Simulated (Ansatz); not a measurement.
# CHAl (singlet): from Hartree-Fock to the top rungs at angle C2–Al1–H3 = 91.4°, cc-pVTZ

An exercise on one series of results from a longer session: the logs are not shown, and one member is left open.

Method: cc-pVTZ, core rule «outside noble gas», up to 6 orbitals frozen; program: Ansatz 0.2.0, Gaussian basis.

Plan: UHF; CCSD(T) on RHF; CCSD(T) on UHF; BCCD(T) on RHF; CISD; CCSDT(Q) on RHF; CASSCF and NEVPT2, 8 electrons in 9 orbitals.

13 further runs of the same task are left out: 3 for a known fault of the program, 7 that didn't finish, 3 set aside as unsound or not needed.

### What is computed

The geometry derives from a PBE0/def2-TZVP stationary point (not a proven minimum). One angle is set to the value named; bond lengths are kept.

3 atoms, charge 0, spin multiplicity 1.

Atoms are counted from 1 here; the program's logs count them from 0.

Bond lengths: Al1–C2 1.924 Å, Al1–H3 1.591 Å. Angles: C2–Al1–H3 91.4°.

Set-up of the first run:

File in.yaml:

```yaml
crystal:
  periodic: [false, false, false]
  atoms:
    - {symbol: Al, position_ang: [-0.431386, 0.000000, 0.384669]}
    - {symbol: C, position_ang: [0.912036, 0.000000, -0.991987]}
    - {symbol: H, position_ang: [0.679870, 0.000000, 1.523415]}
basis:
  gaussian: {orbitals: cc-pVTZ}
magnetization: {spin_polarized: true, initial_magnetization: 0}
hamiltonian: {xc: hf}
output: {orbitals: {seedname: orbitals}}
```

Started as:

```sh
$ ansatz run in.yaml --threads 1 --pin off --events-out ev --progress --plain --max-ram 2393MiB
```

Steps of the session up to this table: UHF; CCSD(T) on RHF; CCSD(T) on UHF; BCCD(T) on RHF; CISD; CCSDT(Q) on RHF; CASSCF and NEVPT2, 8 electrons in 9 orbitals.

One of the session's tables, all rows but one given; the rest of the session is left out.

```
        method  from RCCSDT(Q) (kcal/mol)
           UHF                    +110.66
          RMP2                     +37.05
          UMP2                     +25.69
          CISD                          ?
         RCCSD                     +15.30
         UCCSD                      -1.19
      RCCSD(T)                      +3.55
      UCCSD(T)                      -8.61
       BCCD(T)                      +3.73
        RCCSDT                      +2.27
     RCCSDT(Q)                          0
CASSCF valence                     +81.48
NEVPT2 valence                     +20.57
```

Estimate the missing values for CISD.

The run gave: from RCCSDT(Q) (kcal/mol): +34.32. In the column «from RCCSDT(Q) (kcal/mol)» it lies between UMP2 (+25.69) and RMP2 (+37.05).

Left out of the table: RHF (another determinant or state than the rows shown).

Caveats from the session: The determinant is far from a pure spin state, so its energy mixes those of several spin states (harmless only where they are near-degenerate, as at dissociation). The program flags UCCSD(T) as in doubt, so those rows may rest on another solution; read them beside their warnings. Warnings: restricted reference is unstable; spin contamination; coupled cluster took another determinant than the lowest; large T1 diagnostic. Restricted and unrestricted rows rest on different reference determinants; where their highest levels disagree by more than a few hundredths of an eV, they describe different states and don't form one ladder.
